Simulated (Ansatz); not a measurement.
The inner images of a band of AlH5NS (8 atoms, charge 1, multiplicity 1) are given out of order.

All numbers below come from RKS B3LYP-D4/def2-mTZVP (Ansatz 0.2.0).

Image 0:

```xyz
8
Properties=species:S:1:pos:R:3
N -0.636 1.060 -0.306
Al 0.655 -0.454 -0.170
S -0.061 -1.721 1.406
H -1.357 0.903 -1.018
H -0.186 1.942 -0.566
H -1.145 1.242 0.564
H 1.801 -0.329 -1.213
H 0.929 -2.643 1.303
```

Image 8:

```xyz
8
Properties=species:S:1:pos:R:3
N -0.513 0.925 -0.146
Al 0.971 -0.415 -0.243
S 0.509 -2.296 0.685
H -1.359 0.635 -0.646
H -0.239 1.823 -0.557
H -0.818 1.135 0.809
H 2.197 0.179 -0.989
H -0.749 -1.985 1.089
```

Question: Put them in order from the first end to the last, with their energies above the first end.
A.
```xyz
8
Properties=species:S:1:pos:R:3
N -0.673 1.011 -0.345
Al 0.754 -0.355 -0.085
S -0.027 -1.669 1.422
H -1.422 0.649 -0.943
H -0.351 1.873 -0.794
H -1.137 1.290 0.525
H 1.969 -0.142 -1.032
H 0.887 -2.658 1.252
```
B.
```xyz
8
Properties=species:S:1:pos:R:3
N -0.749 0.579 -0.592
Al 1.012 0.026 0.194
S 0.916 -1.373 1.830
H -1.169 -0.087 -1.248
H -0.652 1.454 -1.116
H -1.466 0.751 0.120
H 2.141 0.840 -0.494
H -0.033 -2.190 1.307
```
C.
```xyz
8
Properties=species:S:1:pos:R:3
N -0.753 0.666 -0.541
Al 0.991 -0.042 0.158
S 0.791 -1.370 1.851
H -1.244 0.043 -1.189
H -0.626 1.546 -1.052
H -1.423 0.860 0.209
H 2.144 0.644 -0.626
H 0.119 -2.347 1.189
```
D.
```xyz
8
Properties=species:S:1:pos:R:3
N -0.700 0.938 -0.391
Al 0.846 -0.257 -0.002
S 0.157 -1.514 1.608
H -1.372 0.450 -0.992
H -0.470 1.808 -0.878
H -1.236 1.194 0.444
H 2.046 0.038 -0.947
H 0.730 -2.657 1.159
```
E.
```xyz
8
Properties=species:S:1:pos:R:3
N -0.725 0.850 -0.442
Al 0.911 -0.176 0.067
S 0.387 -1.414 1.763
H -1.329 0.294 -1.057
H -0.549 1.724 -0.945
H -1.314 1.078 0.365
H 2.097 0.236 -0.852
H 0.522 -2.592 1.101
```
F.
```xyz
8
Properties=species:S:1:pos:R:3
N -0.744 0.753 -0.492
Al 0.962 -0.105 0.122
S 0.629 -1.380 1.841
H -1.292 0.162 -1.125
H -0.594 1.631 -0.998
H -1.374 0.963 0.288
H 2.129 0.448 -0.744
H 0.284 -2.472 1.108
```
G.
```xyz
8
Properties=species:S:1:pos:R:3
N -0.732 0.495 -0.643
Al 1.025 0.097 0.235
S 0.990 -1.390 1.786
H -1.065 -0.225 -1.290
H -0.672 1.356 -1.196
H -1.496 0.640 0.023
H 2.120 1.027 -0.353
H -0.171 -2.001 1.438
```

Answer: A (+0.012 eV), D (+0.103 eV), E (+0.222 eV), F (+0.275 eV), C (+0.247 eV), B (+0.187 eV), G (+0.132 eV).

The run took 94 s on 1 thread of Arm Neoverse V2 (shared host), peak memory 0.14 GiB.
